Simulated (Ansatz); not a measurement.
**Niobium, bcc under revPBE: from relaxation to bulk modulus**

The plan for niobium in the bcc structure: relax it, solve it on a dense k-mesh, switch on spin-orbit coupling, then scale the cell to 7 volumes from 88 to 112 % of the relaxed one and try a fit of the equation of state. The start is ferromagnetic. The k-meshes are 13×13×13 for the relaxation; 22×22×22 for the dense run; 13×13×13 for spin-orbit coupling; 22×22×22 for the volumes. The starting cell is the deposited one, from the Crystallography Open Database.

Method: DFT revPBE, plane waves (420 eV) with PAW, scalar-relativistic; PAW files made under PBE, frozen cores solved again for the functional, in Ansatz 0.2.0.

**1. The starting structure**

Symmetry: Im-3m, No. 229, cubic system. Conventional cell: a = 3.300 Å, b = 3.300 Å, c = 3.300 Å, α = 90.00°, β = 90.00°, γ = 90.00°. Around Nb (site symmetry m-3m) lie 8 Nb at 2.86 Å.

As a file:

```cif
data_structure
_symmetry_space_group_name_H-M 'Im-3m'
_symmetry_Int_Tables_number 229
_cell_length_a 3.3004
_cell_length_b 3.3004
_cell_length_c 3.3004
_cell_angle_alpha 90.000
_cell_angle_beta 90.000
_cell_angle_gamma 90.000
_cell_volume 35.95
loop_
_atom_site_label
_atom_site_type_symbol
_atom_site_symmetry_multiplicity
_atom_site_Wyckoff_symbol
_atom_site_fract_x
_atom_site_fract_y
_atom_site_fract_z
_atom_site_occupancy
Nb1 Nb 2 a 0.00000 0.00000 0.00000 1
```

Starting moments (μB): +1.

**2. Geometry optimisation**

The input, input.yaml:

```yaml
crystal:
  lattice:
    - [-1.6502, 1.6502, 1.6502]
    - [1.6502, -1.6502, 1.6502]
    - [1.6502, 1.6502, -1.6502]
  atoms:
    - { symbol: Nb, position: [0.0, 0.0, 0.0], spin: 1.0 }
hamiltonian:
  xc: revpbe
  pseudopotentials:
    kind: paw
    azcp:
      Nb: "pseudopotentials/Nb.paw.azcp"
basis:
  ecutwfc: 420
  fft_grid_basis: typed
kpoints:
  mp_grid: { grid: [13, 13, 13], shift: [0, 0, 0] }
magnetization:
  spin_polarized: true
scf:
  occupations: { method: fermi_dirac, width: 0.05 }
relax:
  max_steps: 60
  f_tol: 0.01
  cell: {}
```

After this run come: Single point on a dense mesh; A two-component run at the same geometry; Volume × 0.88; Volume × 0.92; Volume × 0.96; Volume × 1.0; Volume × 1.04; Volume × 1.08; Volume × 1.12.

What does the calculation give? Wanted: space group; conventional cell; volume; shortest distance; gap on the mesh; magnetic state; V₀, B₀, B₀′.

**Answer**, as computed:

| quantity | value |
| --- | --- |
| space group (spins left aside) | Im-3m (No. 229) |
| conventional cell | a = 3.321 Å |
| volume | 18.308 Å³/atom |
| shortest distance | 2.876 Å |
| against the deposited volume | +1.9 % (17.975 Å³/atom) |
| gap on the mesh | none (levels filled in part) |
| magnetic state | non-magnetic |
| V₀, B₀, B₀′ | 18.360 Å³/atom, 165 GPa, 3.6 |

**Reading.** revPBE puts the volume 1.9 % above the deposited one. Zero-point motion and any thermal expansion in the deposited cell, which the calculation lacks, would widen the miss. The starting moments do not survive. Levels at the Fermi energy are filled in part, as in a metal. The total energy of the spin-orbit run lies -1.0 eV/atom from the scalar one, but the two kinds of run don't share a zero of energy: only differences within one kind count. B₀ comes out at 165 GPa.
